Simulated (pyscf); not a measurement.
Atom transfer: `[O]=[Ta]([F])([F])[F]` + `[H]` [doublet] → `[O]=[Ta]([F])[F]` [doublet] + `[FH]`

Gas phase, doublet surface, charge 0. Bonds broken: Ta2–F3. Bonds formed: F3–H6. Structures and frequencies: ωB97X-D3(BJ)/def2-SVP in PySCF.

Transition state (Å):

```xyz
6

O      1.6163     1.5729    -0.6097
Ta     0.6292     0.1834    -0.5723
F      0.2349    -0.2541     1.3543
F     -1.1822     0.6971    -0.7321
F      1.2847    -1.1070    -1.7834
H     -0.8120    -0.0434     1.9713
```

One imaginary mode, 2428i cm⁻¹; descent along it reached the two sides named, in the forms told below.

```csv
bond,change,reactant side (Å),saddle,product side
Ta2–F3,breaks,1.878,2.015,2.286
F3–H6,forms,3.2,1.233,0.968
```

Electronic energies relative to the separated reactants (kcal/mol):

```json
[
 {"level": "ωB97X-D3(BJ)/def2-TZVP", "barrier": "34.8", "reaction energy": "+15.6", "reverse barrier": "19.2"},
 {"level": "PBE/def2-TZVP", "barrier": "21.5", "reaction energy": "+14.6", "reverse barrier": "6.9"},
 {"level": "r²SCAN/def2-TZVP", "barrier": "23.7", "reaction energy": "+14.4", "reverse barrier": "9.2"},
 {"level": "B3LYP-D3(BJ)/def2-TZVP", "barrier": "23.7", "reaction energy": "+10.9", "reverse barrier": "12.8"},
 {"level": "PBE0-D3(BJ)/def2-TZVP", "barrier": "27.0", "reaction energy": "+12.2", "reverse barrier": "14.8"},
 {"level": "M06-2X/def2-TZVP", "barrier": "28.2", "reaction energy": "+5.9", "reverse barrier": "22.3"},
 {"level": "ωB97M-D3(BJ)/def2-TZVP", "barrier": "31.5", "reaction energy": "+11.3", "reverse barrier": "20.2"}
]
```

With ωB97M-D3(BJ)/def2-TZVP energies and thermal terms (ideal gas, 1 atm, RRHO with modes under 100 cm⁻¹ raised to 100, one conformer, R ln 2 for chiral ones without a mode under 150 cm⁻¹), in kcal/mol:

```
T (K)   ΔH‡   ΔG‡     ΔH     ΔG
-----  ----  ----  -----  -----
298    31.4  37.4  +15.3  +11.8
600    31.0  43.6  +14.4   +8.6
900    30.7  50.0  +13.4   +5.9
1200   30.4  56.5  +12.3   +3.6
```

On the product side the descent ends in an adduct with a F–Ta contact, 8.4 kcal/mol under the separated species and 27.6 kcal/mol under the saddle at ωB97X-D3(BJ)/def2-TZVP. What is counted as broken (F–Ta) persists as a longer contact in the product adduct; parting that adduct is a step of its own. This saddle turned up in a search for another step; its sides and bond changes are read from the two ends of the descent. One saddle was located; it need not be the lowest between these sides. The angle at the transferred F is 127°: a side-on saddle, likely not the lowest. Open-shell species with a d-block atom are single-reference here; other states, and whether the spin sits on metal or ligand, were not checked. Elements past Kr carry the def2 core potentials, without spin-orbit coupling.
